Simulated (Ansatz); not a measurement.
The input, for Ansatz 0.2.0:

```yaml
crystal:
  periodic: [false, false, false]
  atoms:
    - {symbol: Si, position_ang: [0.000000, -0.005322, 0.594837]}
    - {symbol: B, position_ang: [0.000000, -0.077872, -1.247918]}
    - {symbol: H, position_ang: [0.000000, 1.150544, -0.760155]}
    - {symbol: H, position_ang: [0.000000, -0.167010, -2.429569]}
basis:
  gaussian: {orbitals: 6-31G}
total_charge: 1
correlation: {method: fci, electrons: outside_noble_gas}
```

```sh
$ ansatz run in.yaml --threads 2 --pin off --events-out ev --progress --plain --max-ram 16896MiB --backend cuda --devices 0, --max-vram 18GiB
```

Output:

```
554 factors; integrals over basis functions are off by at most 1.4e-7 eV
mean field evaluation 1: about -8552.2229 eV, gradient 1.1e1 eV
mean field evaluation 2: about -8552.2236 eV, gradient 1.1e1 eV
mean field evaluation 4: about -8552.8380 eV, gradient 9.7e-1 eV
mean field evaluation 8: about -8552.8451 eV, gradient 3.6e-5 eV
mean field -8552.84505194 eV, -314.3112583322 hartree, gradient 1.6e-6 eV, S^2 0.000000; 0 other end points of the search recorded, 0 dependent functions left out; unrestricted orbitals would lower it
mean field evaluation 16: about -8552.9772 eV, gradient 2.5e-1 eV
6 core orbitals not correlated: weight in the atoms' cores, before any rotation towards them, 1.000 or more for the frozen orbitals, at most 0.000 for the correlated occupied ones
reference -8552.84505194 eV, -314.3112583322 hartree; 4, 4 occupied and 16, 16 virtual orbitals, 554 factors
state -8555.94570879 eV, -314.4252053698 hartree
Total energy: -8555.94570879 eV, -314.4252053698 hartree
```

Natural occupations: 1.9708 1.9682 1.9375 1.9009 0.0657 0.0482 0.0293 0.0255 0.0179 0.0166 0.0052 0.0047 0.0037 0.0018 0.0012 0.0009 0.0007 0.0005 0.0003 0.0002.

Ran on 2 threads of AMD EPYC 7R13 with a shared H100 80 GB, shared host: 1.7 s wall, 0.79 GiB peak host memory.
